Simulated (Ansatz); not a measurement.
Molecule: cyclopropene, C3H4, net charge 0, singlet state. SMILES: C1=CC1
Geometry: optimised at B3LYP-D3(BJ)/def2-TZVP (Ansatz, an electronic-structure program).

Quantity: vertical triplet-singlet gap (E(triplet) - E(singlet); each state is the SCF solution reached for its spin), in eV. Correlated levels leave the core frozen unless marked. Open shells are spin-unrestricted. Spin-orbit coupling is left out. Non-relativistic. 

```tsv
level	program	vertical triplet-singlet gap (eV)
HF/aug-cc-pVDZ	Ansatz	3.38
SVWN5/def2-TZVPD	Ansatz	4.40
B3LYP/def2-TZVPD	Ansatz	4.20
BHLYP/def2-TZVPD	Ansatz	4.05
wB97M-V/def2-TZVPD	Ansatz	4.39
RI-MP2/aug-cc-pVTZ	Ansatz	4.66
RI-MP2/aug-cc-pVQZ	Ansatz	4.68
SCS-MP2/aug-cc-pVDZ	Ansatz	4.68
CCSD/aug-cc-pVDZ	Ansatz	4.35
```
